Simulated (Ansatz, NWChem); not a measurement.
# C2H6O (dimethyl ether): from total energies to a heat of formation

The species is C2H6O (9 atoms), meant as a singlet with charge 0. SMILES: `COC`. The coordinates come from a PBE0-D4/def2-TZVP relaxation.

Total energies at B3LYP/6-31G* (spherical functions) (NWChem 7.3.0); the atoms run unrestricted:

| species | state | energy (Eh) |
| --- | --- | --- |
| C2H6O | singlet | -155.022245 |
| C | triplet | -37.844694 |
| O | triplet | -75.059404 |
| H | doublet | -0.500273 |

Harmonic wavenumbers at PBE0-D4/def2-TZVP, in cm⁻¹: 213, 248, 413, 978, 1134, 1163, 1194, 1226, 1271, 1454, 1475, 1484, 1484, 1491, 1510, 2977, 2988, 3028, 3034, 3134, 3136.

Measured heats of formation of the gaseous atoms at 298.15 K, in kJ/mol: C 716.9, O 249.2, H 218.0. Spin-orbit lowering of the atoms at 298 K (mean of the ground term's levels less their thermal mean, from spectra), in kJ/mol: C 0.02, O 0.40. Take 1 Eh = 2625.50 kJ/mol, 1 cm⁻¹ = 0.0119627 kJ/mol, RT = 2.479 kJ/mol.

What heat of formation follows?


1. Electronic atomisation energy: 2 × (-37.844694) + (-75.059404) + 6 × (-0.500273) − (-155.022245) = 1.271815 Eh = 3339.1 kJ/mol.
2. Zero-point energy: half the sum of the wavenumbers, 17517.5 cm⁻¹ = 209.6 kJ/mol.
3. Thermal vibrational enthalpy, Σ hcν̃/(exp(hcν̃/kT) − 1): 3.9 kJ/mol. Translation, rotation and pV of a non-linear molecule: 4 RT = 9.9 kJ/mol.
4. The 9 free atoms carry 5/2 RT each: 55.8 kJ/mol.
5. Spin-orbit coupling lowers the free atoms by 2 × 0.02 + 0.40 = 0.4 kJ/mol.
6. Atomisation enthalpy at 298 K: 3339.1 − 0.4 − 209.6 − 3.9 − 9.9 + 55.8 = 3171.1 kJ/mol.
7. Sum of the atoms' heats of formation: 2991.0 kJ/mol. Heat of formation: 2991.0 − 3171.1 = -180.1 kJ/mol.

The tabulated value is -184.0 kJ/mol (Active Thermochemical Tables), so this level is off by +3.9 kJ/mol, or 0.1 % of the atomisation enthalpy that the table implies (3175.0 kJ/mol). So close a hit in a small basis owes something to errors that cancel. Anharmonicity and any spin-orbit splitting of the molecule are left out.
